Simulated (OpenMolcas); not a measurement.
## Worked example: vertical ionisation energy of AlO (SMILES [O]=[Al])

The species is AlO (2 atoms), meant as a doublet with charge 0. SMILES: `[O]=[Al]`. Geometry: a GFN2-xTB relaxation, a rough one for these elements and not checked as a minimum.

```xyz
2

O     0.0000    0.0000    0.0000
Al    0.0000    0.0000    1.5700
```

Both states at this one shape; open shells run unrestricted unless said. 1 Eh = 27.2114 eV.

| level | program | doublet AlO (Eh) | singlet AlO+ (Eh) |
| --- | --- | --- | --- |
| UHF/aug-cc-pVTZ (RICD fitting) | OpenMolcas | -316.772422 | -316.390883 |
| USVWN5/STO-3G | OpenMolcas | -311.975771 | -311.746933 |
| U-r2SCAN/STO-3G | OpenMolcas | -313.537306 | -313.303252 |

**Question.** Work out the vertical ionisation energy at each level.

**Answer.** 
1. UHF/aug-cc-pVTZ (RICD fitting): -316.390883 − (-316.772422) = 0.381539 Eh = 10.38 eV.
2. USVWN5/STO-3G: -311.746933 − (-311.975771) = 0.228838 Eh = 6.23 eV.
3. U-r2SCAN/STO-3G: -313.303252 − (-313.537306) = 0.234054 Eh = 6.37 eV.

No measured value is set beside it here; the levels span 6.23 to 10.38 eV. Hartree–Fock favours the state with fewer electron pairs, since it lacks pair correlation. Minimal sets are far from the basis-set limit.
